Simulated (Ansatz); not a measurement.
A made-up structure of CH₃Al₂ (charge +1), singlet:

C1  (-0.527, -0.153, -0.136)
Al2  (0.553, 0.463, -1.728)
Al3  (-0.133, -0.341, 1.836)
H4  (-1.672, -0.487, -0.431)
H5  (1.525, 1.004, -3.072)
H6  (0.255, -0.486, 3.531)
(Å)

It is relaxed with PBE-D4/def2-SVP and then PBE0-D4/def2-TZVP (Ansatz 0.2.0). Atoms count as bonded within 1.22 times the sum of their covalent radii (H–H: 0.88 Å). The end point is not checked to be a true minimum.

**Question.** Does its bonding change? (A judgement: the text doesn't fix the answer.)

**Answer.** Computed: No: no bond forms or breaks.

Where it ends: The first stage lowers the energy by 1.17 eV in 4 steps. It ends as CH₃Al₂ ([AlH][CH][AlH]), total charge +1:
C1  (-0.468, -0.136, -0.121)
Al2  (0.494, 0.414, -1.543)
Al3  (-0.118, -0.304, 1.640)
H4  (-1.490, -0.434, -0.384)
H5  (1.359, 0.896, -2.746)
H6  (0.224, -0.435, 3.154)
(Å)

Labels in which every atom is bracketed show which atoms are joined, not bond orders.

For scale, one of the runs: PBE0-D4/def2-TZVP relaxation, 123 basis functions, launched by `ansatz run in.yaml --threads 2 --pin off --events-out ev --progress --plain --max-ram 4352MiB`. The run took about 10 s on 2 CPU threads of an Arm Neoverse V2 (shared host).
